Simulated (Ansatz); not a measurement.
Calculated with Ansatz (gas phase, PBE0-D4/def2-TZVP geometries, no zero-point term in ΔE). CBS: MP2 limit from def2 TZ/QZ plus the TZ coupled-cluster correction, frozen cores. This one scheme is used for every species. DFT in def2-TZVPP. Each species was taken in one conformer, which may not be the lowest.

Consider the hydrogenolysis of a C–C bond: `CC1(C=O)CO1` + H₂ → `CC1CO1` + `C=O`.

`CC1(C=O)CO1`:

Z-matrix (Å, degrees):
```
C
C 1 1.494
H 1 1.090 2 110.4
H 1 1.092 2 110.3 3 -120.5
H 1 1.091 2 110.1 3 120.8
C 2 1.491 1 117.8 3 -178.7
O 2 1.429 1 117.7 3 42.7
C 2 1.471 1 122.1 3 -25.1
O 6 1.199 2 124.2 1 12.3
H 6 1.111 2 113.6 1 -167.4
H 8 1.088 2 120.4 1 -151.7
H 8 1.087 2 117.4 1 -0.7
```

H₂:

Z-matrix (Å, degrees):
```
H
H 1 0.746
```

`CC1CO1`:

```xyz
10

C     0.329   -0.507   -1.092
C    -0.087    0.519   -0.088
C    -0.401    0.172    1.294
O     0.830    0.792    0.962
H     0.781   -1.367   -0.596
H    -0.534   -0.849   -1.670
H     1.059   -0.090   -1.790
H    -0.558    1.414   -0.493
H    -0.327   -0.868    1.607
H    -1.092    0.785    1.867
```

`C=O`:

```xyz
4

C     0.000    0.004   -0.003
O    -0.091   -0.881    0.795
H     0.978    0.324   -0.416
H    -0.887    0.553   -0.376
```

| level | ΔE (kJ/mol) |
| --- | --- |
| ωB97X-V | -9.8 |
| PBE0 | -13.6 |
| MP2/def2-TZVPP | -4.8 |
| MP2/def2-QZVPP | -4.5 |

Q: What does CCSD(T)/CBS give? (Best estimate.)

A: Ansatz gave: -10.3 kJ/mol. The listed levels differ from it by 0.5, -3.3, 5.5, 5.8 kJ/mol.

Largest T1 diagnostic among the species: 0.015.

The D4 term adds +10.3 kJ/mol with B3LYP and +5.7 kJ/mol with PBE0; it sums over pairs of atoms, weighted by their polarisabilities, and B3LYP, whose exchange is more repulsive, gets the larger term. From PBE to PBE0 (25 % exact exchange), in def2-TZVPP and without D4, ΔE moves by −4.4 kJ/mol.

B3LYP here is the variant with VWN-RPA as its local correlation; programs differ in this.
